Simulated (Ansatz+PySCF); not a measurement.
doublet C2H3O: levels of theory in one basis

```xyz
6

C    -0.9675   -0.6351    0.0000
C    -0.0215    0.4809    0.0000
H    -0.4448   -1.5951    0.0000
H    -1.6068   -0.5506    0.8811
H    -1.6068   -0.5506   -0.8811
O     1.1735    0.4225    0.0000
```

Basis set: cc-pVTZ (spherical functions). Correlated methods keep 3 orbitals frozen. Correlation on ROHF uses semicanonical orbitals with singles. Charge 0, multiplicity 2.

Computed with Ansatz (development build ahead of 0.2.0); each method stands on the lowest determinant of its kind that the runs found.

```tsv
method	E − E(ROHF) (eV)	<S²> of the determinant
ROHF	0.00	0.75
UHF	-0.13	0.76
ROHF-MP2	-14.85	–
UHF-MP2	-14.81	0.76
```

Question: What does ROHF-CCSD(T) give on the same scale?

Answer: -15.96 eV.
